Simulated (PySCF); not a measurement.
Compound: aziridine, C2H5N.
Z-matrix (Å and degrees, GFN2-xTB geometry), rows numbered from 1:
```
C 
C   1  1.4773
N   2  1.4438  1   59.23
H   1  1.0844  2  118.88  3   109.38
H   1  1.0814  2  118.99  3  -102.99
H   2  1.0813  1  118.98  3   103.01
H   2  1.0844  1  118.89  3  -109.39
H   3  1.0155  1  114.13  2   105.45
```

The closed-shell ground state was solved at several levels (PySCF, density fitting, gas phase, non-relativistic).

| level | basis functions | HOMO (eV) | LUMO (eV) | gap (eV) | dipole (D) |
| --- | --- | --- | --- | --- | --- |
| PBE0/def2-SVPD | 100 | -7.09 | 0.97 | 8.06 | 1.58 |
| B3LYP/pcJ-1 | 131 | -6.67 | 1.18 | 7.85 | 1.69 |

Problem. Estimate the row for PBE0/pcSseg-1, a basis of 76 functions; the other rows only guide the guess.

Solution. HOMO -6.96 eV, LUMO 1.50 eV, gap 8.46 eV, dipole 1.70 D.

Problem. Over all these levels, which gives the widest orbital gap and which the narrowest?

Solution. PBE0/pcSseg-1 (global hybrid, 25 % exact exchange) has the widest, 8.46 eV, and B3LYP/pcJ-1 (global hybrid, 20 % exact exchange) the narrowest, 7.85 eV. Functional and basis both differ between the two, so the spread mixes both effects.

Problem. How far do the dipole and the HOMO energy spread over the levels?

Solution. The dipole runs from 1.58 to 1.70 D (mean 1.66 D) and the HOMO from -7.09 to -6.67 eV.
